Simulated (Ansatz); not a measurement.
[AlH$_{2}$···H···NH], triplet: transfer scan

Starting geometry:

```xyz
6

Al   -0.9966    0.0225    0.0000
H    -1.7895    1.3959    0.0000
H    -1.7895   -1.3509    0.0000
H     0.5893    0.0225    0.0000
N     1.9734    0.0225    0.0000
H     2.2425   -0.9817    0.0000
```

From there atom H4 is moved from one fragment to the other while all else, the fragments' distance too, stays fixed; atoms are numbered as listed. Energies are in kJ/mol, counted from the starting geometry at the same level. Kohn–Sham curves are unrestricted where that lies lower.

Basis cc-pVDZ; Ansatz 0.2.0. Correlated methods freeze the noble-gas cores. Prefix R: restricted or restricted open-shell reference; prefix U: unrestricted.

Full CI isn't at hand for all of this; UCCSDT(Q) serves as the reference, and is uncertain by the last step of the cluster series or more. The frozen core follows each run's orbitals, which can shift R against U totals by a few meV.

```csv
distance Al1-H4 (Å),UCCSDT(Q),curve A,curve B,curve C,curve D
1.475,12.7,-0.9,-6.9,10.8,16.2
1.586,0.0,0.0,0.0,0.0,0.0
1.635,-5.0,1.2,4.5,-4.2,-6.4
1.684,-10.9,0.5,6.2,-9.5,-13.4
1.733,-18.0,-3.1,1.9,-16.5,-21.3
1.783,-26.3,-9.9,-8.8,-25.0,-29.7
1.832,-34.3,-18.8,-22.2,-33.4,-37.4
1.881,-40.3,-27.6,-35.0,-40.1,-42.9
1.930,-42.1,-33.5,-43.9,-42.5,-43.9
```

Q: The curves come from RCCSD, RHF, RPA-PBE, UHF. Compare each with UCCSDT(Q) and say which is which.

A: A: UHF, B: RHF, C: RCCSD, D: RPA-PBE. Spread of the error against UCCSDT(Q), over the points where both stand: A 30.0, B 39.5, C 3.4, D 6.9 kJ/mol. 

In so small a basis both RPA and the reference are far from their limits and near them at different rates, so the difference would change in a larger set.
